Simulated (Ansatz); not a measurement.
# Al₂H₄O: one structure at several levels

Aim: energy, forces and dipole at a structure displaced at random from a GFN2-xTB minimum, from CCSD(T) and from density functionals.

Computed with Ansatz 0.2.0, Gaussian basis. Level: single points in def2-TZVPP.

Correlated methods freeze the cores.

## 1. Where the work starts

SMILES `[OH][AlH][AlH2]`, 7 atoms, charge 0, spin multiplicity 1.

Atoms are counted from 1 here; the program's logs count them from 0.

Bond lengths: O1–Al2 1.644 Å, O1–H4 0.973 Å, Al2–Al3 2.492 Å, Al2–H5 1.627 Å, Al3–H6 1.566 Å, Al3–H7 1.633 Å. Angles: Al2–O1–H4 170.7°, O1–Al2–Al3 153.1°, O1–Al2–H5 120.2°, Al3–Al2–H5 86.6°, Al2–Al3–H6 146.9°, Al2–Al3–H7 92.7°, H6–Al3–H7 120.4°.

Geometry (Å):

```mol
Al2H4O
  3D, bonds by distance, orders not assigned

  7  6  0  0  0  0  0  0  0  0999 V2000
   -1.7788   -1.0523   -1.1336 O   0  0
   -0.5531   -0.1809   -0.4690 Al  0  0
    1.2858    0.1710    1.1750 Al  0  0
   -2.4342   -1.5375   -1.6650 H   0  0
   -0.2516    1.3321   -0.9859 H   0  0
    2.1113   -0.4223    2.3657 H   0  0
    1.6085    1.6685    0.6102 H   0  0
  1  2  8  0
  1  4  8  0
  2  3  8  0
  2  5  8  0
  3  6  8  0
  3  7  8  0
M  END
```

## 2. CCSD(T)/def2-TZVPP

Contents of run/in.yaml:

```yaml
crystal:
  periodic: [false, false, false]
  atoms:
    - {symbol: O, position_ang: [-1.778800, -1.052300, -1.133600]}
    - {symbol: Al, position_ang: [-0.553100, -0.180900, -0.469000]}
    - {symbol: Al, position_ang: [1.285800, 0.171000, 1.175000]}
    - {symbol: H, position_ang: [-2.434200, -1.537500, -1.665000]}
    - {symbol: H, position_ang: [-0.251600, 1.332100, -0.985900]}
    - {symbol: H, position_ang: [2.111300, -0.422300, 2.365700]}
    - {symbol: H, position_ang: [1.608500, 1.668500, 0.610200]}
basis:
  gaussian: {orbitals: def2-TZVPP}
correlation: {method: ccsd_t}
output: {forces: true}
```

The command line of these runs was not kept.

## 3. PBE0-D4/def2-TZVPP

Edit run/in.yaml of step 2 so:

```diff
@@ -12,3 +12,3 @@
   gaussian: {orbitals: def2-TZVPP}
-correlation: {method: ccsd_t}
-output: {forces: true}
+hamiltonian: {xc: pbe0, dispersion: d4}
+output: {forces: true, orbitals: {seedname: orbitals}}
```

## 4. wB97M-V/def2-TZVPP

Edit run/in.yaml of step 3 so:

```diff
@@ -12,3 +12,3 @@
   gaussian: {orbitals: def2-TZVPP}
-hamiltonian: {xc: pbe0, dispersion: d4}
-output: {forces: true, orbitals: {seedname: orbitals}}
+hamiltonian: {xc: {name: wB97M-V}}
+output: {forces: true}
```

## 5. r2SCAN-D4/def2-TZVPP

Edit run/in.yaml of step 4 so:

```diff
@@ -12,3 +12,3 @@
   gaussian: {orbitals: def2-TZVPP}
-hamiltonian: {xc: {name: wB97M-V}}
+hamiltonian: {xc: r2scan, dispersion: d4}
 output: {forces: true}
```

## 6. PBE-D4/def2-TZVPP

Edit run/in.yaml of step 5 so:

```diff
@@ -12,3 +12,3 @@
   gaussian: {orbitals: def2-TZVPP}
-hamiltonian: {xc: r2scan, dispersion: d4}
+hamiltonian: {xc: pbe, dispersion: d4}
 output: {forces: true}
```

## 7. BLYP-D4/def2-TZVPP

Edit run/in.yaml of step 6 so:

```diff
@@ -12,3 +12,3 @@
   gaussian: {orbitals: def2-TZVPP}
-hamiltonian: {xc: pbe, dispersion: d4}
+hamiltonian: {xc: {name: BLYP}, dispersion: d4}
 output: {forces: true}
```

## 8. SPW92/def2-TZVPP

Edit run/in.yaml of step 7 so:

```diff
@@ -12,3 +12,3 @@
   gaussian: {orbitals: def2-TZVPP}
-hamiltonian: {xc: {name: BLYP}, dispersion: d4}
+hamiltonian: {xc: lda}
 output: {forces: true}
```

(Steps that only read results are left out.)

What does the calculation give? Wanted: energy less free atoms, CCSD(T)/def2-TZVPP; RMS force component; RMS force error; HOMO and LUMO, PBE0-D4; T1 diagnostic.

The runs gave:

```
                                  quantity                                                                                         value
energy less free atoms, CCSD(T)/def2-TZVPP                                                                                -1826.6 kJ/mol
                       RMS force component                                                          0.403 to 0.658 eV/Å over the methods
                           RMS force error  PBE0-D4 0.060, wB97M-V 0.061, r2SCAN-D4 0.057, PBE-D4 0.171, BLYP-D4 0.172, SPW92 0.283 eV/Å
                    HOMO and LUMO, PBE0-D4                                                                            -6.38 and -2.61 eV
                             T1 diagnostic                                                                                         0.012
```

Against CCSD(T) the functionals' energies less atoms differ by -271.8 to -2.0 kJ/mol, PBE-D4 by -27.0 kJ/mol. The reference is not at the basis limit: in triple zeta CCSD(T) underbinds, which counts against methods that bind more; the gaps are no ranking. On forces the order runs from r2SCAN-D4 to SPW92.
